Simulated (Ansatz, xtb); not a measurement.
## Ranking isomers of CH4NS+

10 gas-phase structures of CH4NS+, found in a search over its isomers (lower ones may exist). Each was relaxed with GFN2-xTB; where two conformers were screened, the lower at r2SCAN-D4/def2-SVP is listed:

A. `C=[S+]N`, a singlet
B. `C1N[SH+]1`, a singlet
C. `[NH2+]=CS`, a singlet
D. `C=N[SH2+]`, a singlet
E. `C1[NH2+]S1`, a singlet
F. `[H]/[S+]=N/C`, a singlet
G. `C=[NH+]S`, a singlet
H. `[H]/N=[S+]\C`, a singlet
I. `[NH3+]C=S`, a singlet
J. a singlet given by its coordinates

J (Å):

```yaml
atoms:
  - { symbol: C, position_ang: [-0.0065, 0.8199, -0.1492] }
  - { symbol: N, position_ang: [-1.0157, 1.1243, -0.6978] }
  - { symbol: S, position_ang: [0.4509, -1.1147, 0.4402] }
  - { symbol: H, position_ang: [1.6195, -1.1449, -0.2256] }
  - { symbol: H, position_ang: [-1.8302, 0.6068, -0.9951] }
  - { symbol: H, position_ang: [1.0337, -0.7506, 1.5962] }
  - { symbol: H, position_ang: [0.8222, 1.4397, 0.1396] }
```

Close contacts (Å): C1–N2 1.19, C1–S3 2.07, C1–H7 1.07, N2–H5 1.01, S3–H4 1.35, S3–H6 1.34.

**Question.** Estimate their order in r2SCAN-D4/def2-SVP energy at these geometries, lowest first.

**Answer.** Calculated order at r2SCAN-D4/def2-SVP: C (0.0), I (22.4), G (31.8), E (39.0), A (40.4), J (48.0), B (59.9), D (62.2), F (65.2), H (65.8) kcal/mol. Less than 1 kcal/mol parts F and H, so the order within that pair means little.

Energies above the lowest of each column, in kcal/mol; the last columns are at B3LYP-D3(BJ)/def2-SVP geometries and were run for some of them only (a dash: not run or not comparable):

| structure | GFN2-xTB | HF/STO-3G | r2SCAN-D4/def2-SVP | B3LYP-D3(BJ)/def2-SVP | CCSD(T)/def2-TZVPP |
| --- | --- | --- | --- | --- | --- |
| C | 0.0 | 0.0 | 0.0 | 0.0 | 0.0 |
| I | 24.8 | 21.6 | 22.4 | 21.3 | 17.1 |
| G | 16.9 | 22.7 | 31.8 | – | – |
| E | 25.6 | 15.3 | 39.0 | – | – |
| A | 24.9 | 54.2 | 40.4 | – | – |
| J | 33.6 | 62.0 | 48.0 | – | – |
| B | 30.5 | 52.4 | 59.9 | – | – |
| D | 35.2 | 61.3 | 62.2 | – | – |
| F | 29.4 | 61.6 | 65.2 | – | – |
| H | 33.9 | 68.7 | 65.8 | – | – |

Every level run on C puts it lowest or level with the lowest. Some further structures that were screened fall inside this span and aren't listed. Flexible structures stand in one conformer each, not always the lowest. Frequencies (B3LYP-D3(BJ)/def2-SVP) were run for C, I alone.

Over these structures GFN2-xTB departs from r2SCAN-D4/def2-SVP by 10.4 kcal/mol on average once a common shift is removed. A GFN2-xTB relaxation took about 0.13 s and the r2SCAN-D4/def2-SVP energy about 2.2 s on a shared host (Ansatz 0.2.0, xtb 6.7.1).
